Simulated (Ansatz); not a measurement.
**SiH2 (triplet): the correlation ladder at a displaced geometry (v1), cc-pVDZ**

How much of the correlation energy of SiH2 (triplet) does each wave-function method recover here?

Program: Ansatz 0.2.0, Gaussian basis. Level of theory: cc-pVDZ, core rule «outside noble gas», up to 5 orbitals frozen. These are calculated values, not measurements.

The runs, in order: UHF; CCSD(T) on ROHF; CCSD(T) on UHF; BCCD(T) on ROHF; CISD; CCSDT(Q) on ROHF; CCSDT(Q) on UHF; CCSDTQ on ROHF; CASSCF and MRCISD+Q, 6 electrons in 6 orbitals; CASSCF and MRCISD+Q(relaxed), 6 electrons in 6 orbitals; CASSCF and NEVPT2, 6 electrons in 6 orbitals; Full CI.

24 further runs of the same task are left out: 10 that didn't finish, 14 set aside as unsound or not needed.

**1. The system**

The geometry is a PBE0/def2-TZVP stationary point (not a proven minimum) with its atoms shifted at random (size 0.040 Å).

3 atoms, charge 0, spin multiplicity 3.

Atoms are counted from 1 here; the program's logs count them from 0.

Bond lengths: Si1–H2 1.488 Å, Si1–H3 1.464 Å. Angles: H2–Si1–H3 116.9°.

**2. UHF**

The input, in.yaml:

```yaml
crystal:
  periodic: [false, false, false]
  atoms:
    - {symbol: Si, position_ang: [-0.001550, -0.051645, 0.002174]}
    - {symbol: H, position_ang: [-0.002383, 0.689866, -1.287353]}
    - {symbol: H, position_ang: [0.045581, 0.749175, 1.226782]}
basis:
  gaussian: {orbitals: cc-pVDZ}
magnetization: {spin_polarized: true, initial_magnetization: 2}
hamiltonian: {xc: hf}
output: {orbitals: {seedname: orbitals}}
```

Started as:

```sh
$ ansatz run in.yaml --threads 1 --pin off --events-out ev --progress --plain --max-ram 2393MiB
```

Further steps of the session: CCSD(T) on ROHF; CCSD(T) on UHF; BCCD(T) on ROHF; CISD; CCSDT(Q) on ROHF; CCSDT(Q) on UHF; CCSDTQ on ROHF; CASSCF and MRCISD+Q, 6 electrons in 6 orbitals; CASSCF and MRCISD+Q(relaxed), 6 electrons in 6 orbitals; CASSCF and NEVPT2, 6 electrons in 6 orbitals; Full CI.

**Question.** What will the summary of the whole plan be? Wanted: FCI below the RHF energy; RMP2 from FCI; UMP2 from FCI; RCCSD from FCI; RCCSD(T) from FCI; UCCSD(T) from FCI; RCCSDT(Q) from FCI; UCCSDT(Q) from FCI; NEVPT2 valence from FCI.

As calculated:

| quantity | value |
| --- | --- |
| FCI below the RHF energy | -2.6787 eV |
| RMP2 from FCI | +64.3 kJ/mol |
| UMP2 from FCI | +63.9 kJ/mol |
| RCCSD from FCI | +6.5 kJ/mol |
| RCCSD(T) from FCI | +1.7 kJ/mol |
| UCCSD(T) from FCI | +1.6 kJ/mol |
| RCCSDT(Q) from FCI | 0.0 kJ/mol |
| UCCSDT(Q) from FCI | 0.0 kJ/mol |
| NEVPT2 valence from FCI | +56.5 kJ/mol |
| MRCISD+Q valence from FCI | +0.3 kJ/mol |
| MRCISD+Q(relaxed) valence from FCI | -1.9 kJ/mol |
| levels within 1 kcal/mol (43 meV) | RCCSD(T), UCCSD(T), BCCD(T), RCCSDT, UCCSDT, RCCSDT(Q), UCCSDT(Q), RCCSDTQ, MRCISD+Q valence, MRCISD+Q(relaxed) valence |
| T1 diagnostic | 0.020 |
| effectively unpaired electrons | 2.03 |

**Reading.** RCCSD(T) misses by +1.7 kJ/mol, 0.6 % of the correlation energy. MRCISD+Q(relaxed) valence falls below full CI: the +Q correction isn't variational, and the cores differ from full CI's. One determinant dominates. Of the multireference levels listed MRCISD+Q valence comes nearest in total energy (+0.3 kJ/mol), which doesn't show that its space is the better one. These misses are within one basis, not against nature; the frozen cores of restricted and unrestricted runs differ, which can shift their rows.
